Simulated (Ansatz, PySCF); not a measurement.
Reaction: PH3 (phosphane, SMILES P) → PH3+ (parent SMILES P, doublet) + e-
Each species at its own B3LYP-D3(BJ)/def2-TZVP minimum (Ansatz, a program for electronic structure).

Quantity: adiabatic ionisation energy (0 K, zero-point energies from PySCF's Hessians at B3LYP-D3(BJ)/def2-TZVP), in eV. UHF or UKS for unpaired electrons; spin-orbit terms are left out. CBS(X,Y): correlation extrapolated as X^-3, Hartree-Fock from the larger set (Q,5: extrapolated as (X+1)exp(-9√X)). A bracket is a step between two methods taken in the basis named. The functionals are non-relativistic, so their misses hold any scalar relativity. Double hybrids freeze cores in their MP2 part. 'core' is core correlation in cc-pwCVTZ (1s frozen past Ne), 'X2C' scalar relativity in cc-pVTZ-DK, both at CCSD(T).

Measured: 9.87 eV (CCCBDB table in ASE).

**Question.** What does PBE/def2-TZVPD (Ansatz) give here, and how do the other levels compare?

**Answer.** PBE gives 9.77 eV, 0.10 eV below it. Errors of the others: r2SCAN/def2-TZVPD (Ansatz) -0.21; B3LYP/def2-TZVPD (Ansatz) -0.05; PBE0/def2-TZVPD (Ansatz) -0.16; wB97M-V/def2-TZVPD (Ansatz) -0.03; B2PLYP/def2-TZVPD (Ansatz) -0.17; CCSD(T)/CBS(cc-pV(Q+d)Z,cc-pV(5+d)Z) + core + X2C (Ansatz) 0.01; CCSD(T)/CBS(cc-pV(Q+d)Z,cc-pV(5+d)Z) + [CCSDT(Q) - CCSD(T)]/cc-pV(Q+d)Z + [CCSDTQ - CCSDT(Q)]/cc-pV(D+d)Z + core + X2C (Ansatz) 0.01 eV. Nearer than PBE: B3LYP/def2-TZVPD, wB97M-V/def2-TZVPD, CCSD(T)/CBS(cc-pV(Q+d)Z,cc-pV(5+d)Z) + core + X2C, CCSD(T)/CBS(cc-pV(Q+d)Z,cc-pV(5+d)Z) + [CCSDT(Q) - CCSD(T)]/cc-pV(Q+d)Z + [CCSDTQ - CCSDT(Q)]/cc-pV(D+d)Z + core + X2C.
